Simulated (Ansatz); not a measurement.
We consider corundum Cr₂O₃, described by HSE06 in Ansatz (plane waves, PAW).

Numerical settings: plane-wave cutoff 500 eV, 6×6×6 k mesh, Fermi–Dirac smearing 0.05 eV, spin-polarised with opposed moments, scalar-relativistic PAW data made under PBE.

Cell (relaxed with r²SCAN):

```xyz
10
Lattice="4.7660 -2.4720 0.0096 4.7660 2.4720 0.0096 3.4756 0.0000 4.0921" Properties=species:S:1:pos:R:3 pbc="T T T"
Cr    11.0158     0.0000     3.4818
Cr     4.5120     0.0000     1.4261
Cr     1.9918     0.0000     0.6296
Cr     8.4956     0.0000     2.6853
O      4.9897    -0.9520     3.0739
O      5.3864     1.7120     1.8188
O      8.0179     0.9520     1.0375
O      7.1242     0.7600     3.8649
O      7.6212    -1.7120     2.2926
O      5.8834    -0.7600     0.2465
```

**Question.** Give the computed magnetic moment (largest site, within a sphere) and band gap.

**Answer.** 
magnetic moment (largest site, within a sphere): 2.42 μB
band gap: 4.54 eV (on the SCF k mesh)

Measured, for comparison: band gap 3.3 ± 0.1 eV (temperature not stated, no zero-point or thermal correction, middle of the range; as tabulated in Medasani et al. (2019), arXiv:1904.04625). Computed (rounded) less measured: band gap +1.24 eV.

Note: exact exchange on metals is sensitive to the k mesh and can open a false gap; cell and atoms aren't relaxed at this level (largest force component 0.15 eV/Å, pressure -0.7 GPa).

Moments are spin moments.

Cost on a shared machine: very roughly 24 core-minutes.

Ansatz is a first-principles code.
